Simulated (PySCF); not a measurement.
**N2⁺: the SCF solver's settings**

Do solver options change the result for N2⁺, or only the number of cycles?

Method: each script names its method and basis; program: PySCF 2.14.0.

2 further runs of the same task are left out: 2 that didn't finish.

## (1) Where the work starts

N2⁺: 2 atoms, charge 1, spin multiplicity 2.

Bond lengths: N1–N2 1.206 Å.

## (2) The run that the others are compared with

Contents of input.py:

```python
from pyscf import gto, dft
from pyscf.geomopt.geometric_solver import optimize

mol = gto.M(
    atom='N 0 0 0; N 0 0 1.206',
    basis='6-31g*',
    charge=1,
    spin=1,
    verbose=3,
)
mf = dft.UKS(mol, xc='lda,vwn')
mf = mf.newton()
mf.kernel()
g = mf.nuc_grad_method()
g.grid_response = True
mol_eq = optimize(g.as_scanner(), maxsteps=30)
print('optimised geometry (angstrom)')
print(mol_eq.tostring('raw'))
print('orbital energies (hartree):', [e[max(0, n-3):n+3].round(4) for e, n in zip(mf.mo_energy, mol.nelec)])
```

Launch:

```bash
OMP_NUM_THREADS=1 python input.py
```

Its log is not repeated here.

In short: at the starting geometry E(SCF) = -108.049986 Eh, ⟨S²⟩ = 0.752, optimised bond 1.120 Å in 5 steps; the optimisation lowers the energy by 0.418 eV.

## (3) Initial guess vsap

Edit 1 changes initial guess: minao → vsap.

Contents of input.py:

```python
from pyscf import gto, dft
from pyscf.geomopt.geometric_solver import optimize

mol = gto.M(
    atom='N 0 0 0; N 0 0 1.206',
    basis='6-31g*',
    charge=1,
    spin=1,
    verbose=3,
)
mf = dft.UKS(mol, xc='lda,vwn')
mf.init_guess = 'vsap'
mf = mf.newton()
mf.kernel()
g = mf.nuc_grad_method()
g.grid_response = True
mol_eq = optimize(g.as_scanner(), maxsteps=30)
print('optimised geometry (angstrom)')
print(mol_eq.tostring('raw'))
print('orbital energies (hartree):', [e[max(0, n-3):n+3].round(4) for e, n in zip(mf.mo_energy, mol.nelec)])
```

Launch:

```bash
OMP_NUM_THREADS=1 python input.py
```

## (4) Convergence threshold 1e-07 hartree

Edit 2 changes convergence threshold: default → 1e-07 hartree.

input.py: that of step 2 with these lines changed.

```diff
@@ -11,2 +11,3 @@
 mf = dft.UKS(mol, xc='lda,vwn')
+mf.conv_tol = 1e-07
 mf = mf.newton()
```

Before running it: what results should come out? Wanted: for each run, E(SCF); from base; gap, α spin; after the SCF.

**Answer**, as computed:

| run | E(SCF) (hartree) | from base (eV) | gap, α spin (eV) | after the SCF |
| --- | --- | --- | --- | --- |
| base | -108.049986 | 0 | 7.62 | bond 1.120 Å, -0.418 eV |
| initial guess vsap | -108.049986 | 0.0000 | 7.62 | bond 1.120 Å, -0.418 eV |
| convergence threshold 1e-07 hartree | -108.049986 | 0.0000 | 7.62 | bond 1.120 Å, -0.418 eV |

SCF columns refer to the geometry typed in the script.

With initial guess vsap or convergence threshold 1e-07 hartree the SCF ends at the base energy.
